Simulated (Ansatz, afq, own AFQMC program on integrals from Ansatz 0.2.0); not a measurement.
Integrals from Ansatz 0.2.0, then the random walk in our own AFQMC program (afq).

```yaml
crystal:
  periodic: [false, false, false]
  atoms:
    - {symbol: Ru, position_ang: [0.000000, 0.000000, 0.000000]}
basis:
  gaussian: {orbitals: def2-TZVPP}
total_charge: 1
magnetization: {spin_polarized: true, initial_magnetization: 3}
correlation: {method: ccsd_t, electrons: outside_noble_gas, hamiltonian_folder: ham}
```

```sh
$ ansatz run in.yaml --threads 1 --pin off --events-out ev --progress --plain --max-ram 15360MiB --backend cuda --devices 0, --max-vram 18GiB
```

Options of the walk:

```
--method phaseless --trial cisd --walkers 4000 --populations 20 --least-time 60 --time-step 0.005 --steps-per-block 50 --equilibration-blocks 40 --max-blocks 4000 --target-error 0.00016 --factor-cut 1e-05 --start spin_pure --seed 3167 --release-times 0.24,0.5,1,1.5 --release-step 0.02 --release-every 3 --taylor-order 6
```

Times are imaginary, in 1/Eh. The walk had a cap of 231 s. With eight or more populations the least sampling time is a fifth of least-time, and the error comes from their spread. Core potentials past Kr, no spin–orbit coupling.

Log:

```
orbitals 52  electrons 5 2  factors 383 of 396
reference energy -93.89185844 Eh
CCSD correlation -0.15736853 Eh in 9 cycles, weight of the determinant in the CISD state 0.9552
energy of the start -94.049221 Eh
 block  time / (1/Eh)  mean weight  energy / Eh
     1     0.250  0.9998  -94.049870
     2     0.500  1.0003  -94.051426
     3     0.750  1.0000  -94.052448
     4     1.000  0.9999  -94.053280
     5     1.250  0.9998  -94.053398
    10     2.500  1.0003  -94.053833
    19     4.750  1.0001  -94.053873
    29     7.250  1.0005  -94.054152
    39     9.750  0.9999  -94.053929
    49    12.250  0.9998  -94.053838
    59    14.750  1.0001  -94.054212
    69    17.250  0.9999  -94.053571
    79    19.750  1.0000  -94.053768
    87    21.750  1.0000  -94.055452
    89    22.250  1.0001  -94.053729
error from the spread of 20 populations
released: time / (1/Eh)  energy / Eh  error  mean overlap
  0.24  -94.054103  0.000056  0.9980
  0.50  -94.054098  0.000051  0.9974
  1.00  -94.054257  0.000046  0.9909
  1.50  -94.054231  0.000055  0.9830
energy -94.053898 +/- 0.000063 Eh
(rows thinned)
```

The run passed its tests (sampling time, drift between the halves within three errors, error under three times the target), which doesn't prove that it has relaxed.

Against this walk (error 1.7 meV) on the same determinant: CCSD(T) 1.0 meV higher (within the noise), CCSDT(Q) 11.7 meV lower. The error is statistical and leaves out the bias of the constraint. Released to 1.50 1/Eh the energy lies 9.0 ± 2.3 meV (both errors) below the phaseless value, which shows part or all of the bias of the constraint, and CCSDT(Q) lies 2.7 meV below the released value.

Cautions: constraint bias not in the error; no spin-orbit coupling; outer-core shells of the metal frozen.

The walk took 41 s on 2 threads of a server CPU with a shared H100 80 GB, shared host (the card was shared). The log's last line is the phaseless energy.

CCSDT and higher add their correlation energy to the determinant of the CCSD(T) run, since their own runs factorise the integrals more tightly (a shift of under 2 meV). A walk keeps the symmetry of its determinant, which the program's search chose and which needn't be the lowest solution, so a lower state of the same spin and another symmetry isn't excluded.
